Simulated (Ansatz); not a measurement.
**A workflow on SiNH4F (SMILES N[SiH2]F)**

Aim: a series of 24 runs (HF/STO-3G, UHF/STO-3G, HF/3-21G, UHF/3-21G, HF/6-31G*, UHF/6-31G*, B3LYP/6-31G*, UB3LYP/6-31G*, and more) of FH4NSi. 

Program for the calculation: Ansatz 0.2.0.

## Step 1: The structure to begin with

SiNH4F has 7 atoms, charge 0, and is taken as a singlet. SMILES: `N[SiH2]F`. The coordinates come from a PBE0-D4/def2-TZVP relaxation. This is one conformer, not always the lowest. The run starts from this shape.

Bond lengths: N1–Si2 1.696 Å, Si2–F3 1.605 Å, N1–H4 1.006 Å, N1–H5 1.006 Å, Si2–H6 1.479 Å, Si2–H7 1.479 Å. Angles: N1–Si2–F3 114.6°, N1–Si2–H6 108.3°, N1–Si2–H7 108.3°, F3–Si2–H6 105.8°, F3–Si2–H7 105.8°, Si2–N1–H4 122.0°, Si2–N1–H5 122.0°, H6–Si2–H7 114.0°, H4–N1–H5 111.8°.

## Step 2: A geometry optimisation at HF/STO-3G (start density atoms) (run 1)

job.yaml

```yaml
crystal:
  periodic: [false, false, false]
  atoms:
    - {symbol: "N", position_ang: [-0.761500, 0.339000, -0.625200]}
    - {symbol: Si, position_ang: [0.531100, -0.115700, 0.373400]}
    - {symbol: F, position_ang: [0.515100, -1.653900, 0.829800]}
    - {symbol: H, position_ang: [-0.786600, 0.105100, -1.603600]}
    - {symbol: H, position_ang: [-1.682200, 0.513500, -0.258400]}
    - {symbol: H, position_ang: [0.455900, 0.676200, 1.620700]}
    - {symbol: H, position_ang: [1.789400, 0.068000, -0.382300]}
basis:
  gaussian:
    orbitals: STO-3G
total_charge: 0
relax:
  f_tol: 0.002
magnetization:
  spin_polarized: false
  initial_magnetization: 0
output: {orbitals: {seedname: orbitals}}
hamiltonian:
  xc: hf
```

The run is started by

```console
$ ansatz run job.yaml --threads 1 --pin off --max-ram 3480MiB --events-out events.jsonl --progress --plain --runs-dir runs
```

The program printed:

```text
Warning: RAYON_NUM_THREADS=1 ignored (pool sized by the plan → 1); use --threads N
The last accepted step is kept in runs//last_step.txt (removed where the run ends without a failure and the disk answers)
[... 68 lines left out ...]
Total energy: -11965.83991248 eV, -439.7365060459 hartree
[... 7 lines left out ...]
Dipole moment:    -0.051119    -0.016732    -0.028940 e Å
```

Wall time 3.9 s (1 thread of Intel Xeon 6975P-C (Granite Rapids), shared host); peak memory 0.12 GiB.

Steps, from the record of the run:

| step | energy from the first frame kept (eV) | largest force (eV/Å) |
| --- | --- | --- |
| 1 | 0.0000 | 2.0271 |
| 2 | -0.1123 | 0.3679 |
| 3 | -0.1222 | 0.3028 |
| 4 | -0.1337 | 0.5840 |
| 5 | -0.1228 | 0.7385 |
| 6 | -0.1394 | 0.1734 |
| 7 | -0.1398 | 0.0521 |
| 8 | -0.1398 | 0.0036 |
| 9 | -0.1398 | 0.0005 |

After the run. Bond lengths: N1–Si2 1.726 Å, Si2–F3 1.616 Å, N1–H4 1.020 Å, N1–H5 1.020 Å, Si2–H6 1.423 Å, Si2–H7 1.423 Å. Angles: N1–Si2–F3 111.0°, N1–Si2–H6 108.7°, N1–Si2–H7 108.7°, F3–Si2–H6 108.5°, F3–Si2–H7 108.5°, Si2–N1–H4 116.3°, Si2–N1–H5 116.3°, H6–Si2–H7 111.5°, H4–N1–H5 107.5°.

## Step 3: The harmonic vibrations at HF/STO-3G (start density atoms) (run 2)

job.yaml

```yaml
crystal:
  periodic: [false, false, false]
  atoms:
    - symbol: "N"
      position_ang: [-0.736779, 0.445967, -0.641209]
    - symbol: Si
      position_ang: [0.554384, -0.077673, 0.377399]
    - symbol: F
      position_ang: [0.400151, -1.642605, 0.749844]
    - symbol: H
      position_ang: [-0.788537, 0.012262, -1.563002]
    - symbol: H
      position_ang: [-1.672231, 0.415312, -0.235660]
    - symbol: H
      position_ang: [0.520350, 0.677568, 1.582428]
    - symbol: H
      position_ang: [1.783863, 0.101370, -0.315400]
basis:
  gaussian:
    orbitals: STO-3G
hamiltonian:
  xc: hf
phonons:
  temperatures: {t_min: 298.15, t_max: 298.15, t_step: 1}
total_charge: 0
```

The run is started by

```console
$ ansatz run job.yaml --threads 1 --pin off --max-ram 3480MiB --events-out events.jsonl --progress --plain --runs-dir runs
```

The program printed:

```text
Warning: RAYON_NUM_THREADS=1 ignored (pool sized by the plan → 1); use --threads N
[... 232 lines left out ...]
Total energy: -11965.83992192 eV, -439.7365063928 hartree
[... 7 lines left out ...]
Dipole moment:    -0.051119    -0.016731    -0.028940 e Å
Vibrations: 233.40 318.31 564.93 695.38 926.02 944.15 1004.19 1148.59 1185.19 1207.97 2001.78 2877.88 2912.11 3990.02 4169.50 cm⁻¹, zero-point energy 1.498932 eV
```

Run time: 6.9 s. Hardware: 1 thread of Intel Xeon 6975P-C (Granite Rapids), shared host; peak memory 0.091 GiB.

Runs 3 to 7 aren't shown in full; the table further down has their settings and results.

## Step 4: The doublet cation: a structure relaxation at UHF/3-21G (start density atoms) (run 8)

job.yaml

```yaml
crystal:
  periodic: [false, false, false]
  atoms:
    - {symbol: "N", position_ang: [-0.791968, 0.276438, -0.626474]}
    - {symbol: Si, position_ang: [0.539363, -0.125672, 0.381970]}
    - {symbol: F, position_ang: [0.528342, -1.690208, 0.849654]}
    - {symbol: H, position_ang: [-0.788842, 0.142009, -1.617374]}
    - {symbol: H, position_ang: [-1.685356, 0.550860, -0.270784]}
    - {symbol: H, position_ang: [0.470971, 0.689854, 1.608330]}
    - {symbol: H, position_ang: [1.788691, 0.088918, -0.370923]}
basis:
  gaussian: {orbitals: 3-21G.json}
total_charge: 1
magnetization: {spin_polarized: true, initial_magnetization: 1}
hamiltonian: {xc: hf}
relax: {}
```

The basis set 3-21G is read from a file made from the Basis Set Exchange's data (not shown).

The run is started by

```console
$ ansatz run job.yaml --threads 1 --pin off --max-ram 3480MiB --events-out events.jsonl --progress --plain --runs-dir runs
```

The program printed, cut to the lines that bear on the results:

```text
Warning: RAYON_NUM_THREADS=1 ignored (pool sized by the plan → 1); use --threads N
[... 1 set-up line as earlier in the session ...]
[... 63 lines left out ...]
Total energy: -12042.43461313 eV, -442.5513093774 hartree
[... 7 lines left out ...]
Dipole moment:    -0.520071     0.949127    -0.634418 e Å
```

Wall time 3.9 s (1 thread of Intel Xeon 6975P-C (Granite Rapids), shared host); peak memory 0.12 GiB.

Steps, from the record of the run:

| step | energy from the first frame kept (eV) | largest force (eV/Å) |
| --- | --- | --- |
| 1 | 0.0000 | 7.5228 |
| 2 | -0.5733 | 3.2680 |
| 3 | -0.7127 | 1.7248 |
| 4 | -0.7460 | 1.4563 |
| 5 | -0.7693 | 0.3428 |
| 6 | -0.7736 | 0.0535 |
| 7 | -0.7736 | 0.0317 |
| 8 | -0.7737 | 0.0017 |

After the run. Bond lengths: N1–Si2 1.928 Å, Si2–F3 1.611 Å, N1–H4 1.021 Å, N1–H5 1.021 Å, Si2–H6 1.453 Å, Si2–H7 1.453 Å. Angles: N1–Si2–F3 99.2°, N1–Si2–H6 101.8°, N1–Si2–H7 101.8°, F3–Si2–H6 113.8°, F3–Si2–H7 113.8°, Si2–N1–H4 123.6°, Si2–N1–H5 123.6°, H6–Si2–H7 121.8°, H4–N1–H5 112.7°.

Runs 9 to 23 aren't shown in full; the table further down has their settings and results.

## Step 5: The harmonic vibrations at CCSD(T)/cc-pVDZ (start density atoms) (run 24)

in.yaml

```yaml
crystal:
  periodic: [false, false, false]
  atoms:
    - symbol: "N"
      position_ang: [-0.754185, 0.441630, -0.651472]
    - symbol: Si
      position_ang: [0.541177, -0.089252, 0.372119]
    - symbol: F
      position_ang: [0.473517, -1.687852, 0.812440]
    - symbol: H
      position_ang: [-0.798883, 0.048414, -1.592548]
    - symbol: H
      position_ang: [-1.692718, 0.456035, -0.249987]
    - symbol: H
      position_ang: [0.478923, 0.685897, 1.634108]
    - symbol: H
      position_ang: [1.813368, 0.077328, -0.370261]
basis:
  gaussian: {orbitals: cc-pVDZ}
scf: {omitted_lower_state_checks: [cluster_reference]}
correlation: {method: ccsd_t}
phonons: {temperatures: {t_min: 298.15, t_max: 298.15, t_step: 1}}
accuracy: high
```

The run is started by

```console
$ ansatz run in.yaml --threads 1 --pin off --max-ram 3480MiB --events-out events.jsonl --progress --plain --runs-dir runs
```

The program printed:

```text
Warning: RAYON_NUM_THREADS=1 ignored (pool sized by the plan → 1); use --threads N
[... 70 lines left out ...]
7 core orbitals not correlated: weight in the atoms' cores, before any rotation towards them, 1.000 or more for the frozen orbitals, at most 0.000 for the correlated occupied ones
[... 409 lines left out ...]
7 core orbitals not correlated: weight in the atoms' cores, before any rotation towards them, 1.000 or more for the frozen orbitals, at most 0.000 for the correlated occupied ones
[... 407 lines left out ...]
7 core orbitals not correlated: weight in the atoms' cores, before any rotation towards them, 1.000 or more for the frozen orbitals, at most 0.000 for the correlated occupied ones
[... 383 lines left out ...]
Dipole moment:    -0.244663     0.181442    -0.217980 e Å
[... 1 line left out ...]
Checks for a lower state left out: cluster_reference
```

Wall time 8.5 min (1 thread of Intel Xeon 6975P-C (Granite Rapids), shared host); peak memory 0.43 GiB.

## Step 6: Overview of the runs

| run | level | task | walk f tol | partner | energy (Eh) | dipole moment (D) | wall time |
| --- | --- | --- | --- | --- | --- | --- | --- |
| 1 | HF/STO-3G (start density atoms) | optimise | 0.002 | base | -439.736506 | 0.29 | 3.9 s |
| 2 | HF/STO-3G (start density atoms) | frequencies | – | base | -439.736506 | 0.29 | 6.9 s |
| 3 | UHF/STO-3G (start density atoms) | energy | – | cation | -439.501543 | – | 0.1 s |
| 4 | UHF/STO-3G (start density atoms) | optimise | – | cation | -439.538611 | – | 11 s |
| 5 | HF/3-21G (start density atoms) | optimise | 0.002 | base | -442.855628 | 2.40 | 2.5 s |
| 6 | HF/3-21G (start density atoms) | frequencies | – | base | -442.855628 | 2.40 | 4.5 s |
| 7 | UHF/3-21G (start density atoms) | energy | – | cation | -442.522877 | – | 0.38 s |
| 8 | UHF/3-21G (start density atoms) | optimise | – | cation | -442.551309 | – | 3.9 s |
| 9 | HF/6-31G* (Cartesian functions, start density atoms) | optimise | 0.002 | base | -445.219855 | 1.95 | 4.2 s |
| 10 | HF/6-31G* (Cartesian functions, start density atoms) | frequencies | – | base | -445.219855 | 1.95 | 9.9 s |
| 11 | UHF/6-31G* (Cartesian functions, start density atoms) | energy | – | cation | -444.879791 | – | 1 s |
| 12 | UHF/6-31G* (Cartesian functions, start density atoms) | optimise | – | cation | -444.910705 | – | 6.9 s |
| 13 | B3LYP/6-31G* (Cartesian functions, start density atoms) | optimise | 0.002 | base | -446.573437 | 1.89 | 7.5 s |
| 14 | B3LYP/6-31G* (Cartesian functions, start density atoms) | frequencies | – | base | -446.573437 | 1.89 | 17 s |
| 15 | UB3LYP/6-31G* (Cartesian functions, start density atoms) | energy | – | cation | -446.186257 | – | 3.9 s |
| 16 | UB3LYP/6-31G* (Cartesian functions, start density atoms) | optimise | – | cation | -446.219051 | – | 35 s |
| 17 | PBE/def2-SVP (start density atoms) | optimise | 0.002 | base | -446.039493 | 1.99 | 6.9 s |
| 18 | PBE/def2-SVP (start density atoms) | frequencies | – | base | -446.039493 | 1.99 | 11 s |
| 19 | MP2/6-31G* (Cartesian functions, start density atoms) | optimise | 0.002 | base | -445.636804 | 1.95 | 5.1 s |
| 20 | MP2/6-31G* (Cartesian functions, start density atoms) | frequencies | – | base | -445.636804 | 1.95 | 16 s |
| 21 | UMP2/6-31G* (Cartesian functions, start density atoms) | energy | – | cation | -445.255690 | – | 0.84 s |
| 22 | UMP2/6-31G* (Cartesian functions, start density atoms) | optimise | – | cation | -445.286139 | – | 9.3 s |
| 23 | CCSD(T)/cc-pVDZ (start density atoms) | optimise | 0.002 | base | -445.737390 | 1.80 | 1.9 min |
| 24 | CCSD(T)/cc-pVDZ (start density atoms) | frequencies | – | base | -445.737390 | 1.80 | 8.5 min |

## Step 7: Summary of results

| quantity | value |
| --- | --- |
| run 24, CCSD(T)/cc-pVDZ: total energy | -445.73739 Eh |
| run 24, CCSD(T)/cc-pVDZ: dipole moment (correlated density) | 1.80 D |
| run 24, CCSD(T)/cc-pVDZ: correlation energy (7 core orbitals frozen) | -501.0 mEh |
| run 24, CCSD(T)/cc-pVDZ: (T) correction | -9.72 mEh |
| run 24, CCSD(T)/cc-pVDZ: T1 diagnostic | 0.012 |
| run 24, CCSD(T)/cc-pVDZ: largest force on an atom | 0.002 eV/Å |
| run 24, CCSD(T)/cc-pVDZ: lowest harmonic wavenumber | 281 cm⁻¹ |
| run 24, CCSD(T)/cc-pVDZ: highest harmonic wavenumber | 3650 cm⁻¹ |
| run 24, CCSD(T)/cc-pVDZ: zero-point energy | 121.7 kJ/mol |
| vertical ionisation energy (to the doublet cation), HF/STO-3G | 6.394 eV |
| vertical ionisation energy (to the doublet cation), HF/3-21G | 9.055 eV |
| vertical ionisation energy (to the doublet cation), HF/6-31G* | 9.254 eV |
| vertical ionisation energy (to the doublet cation), B3LYP/6-31G* | 10.536 eV |
| vertical ionisation energy (to the doublet cation), MP2/6-31G* | 10.371 eV |
| adiabatic ionisation energy (to the doublet cation, no zero-point term), HF/3-21G | 8.281 eV |
| adiabatic ionisation energy (to the doublet cation, no zero-point term), HF/6-31G* | 8.412 eV |
| adiabatic ionisation energy (to the doublet cation, no zero-point term), MP2/6-31G* | 9.542 eV |

In words: At HF/STO-3G: the vertical ionisation energy comes to 6.39 eV (617 kJ/mol). In a minimal basis such a difference can be off by several eV, whatever the method. At HF/3-21G: removing an electron at fixed nuclei costs 9.05 eV (209 kcal/mol). At HF/6-31G*: the vertical ionisation energy comes to 9.25 eV (893 kJ/mol). At B3LYP/6-31G*: removing an electron at fixed nuclei costs 10.54 eV (1017 kJ/mol). At MP2/6-31G*: the vertical ionisation energy comes to 10.37 eV (1001 kJ/mol). Totals of different functionals can't be ranked against each other. In runs 1, 2, 3, 4 the basis is minimal, so the values are rough. All runs together took 13 min, the longest 8.5 min.
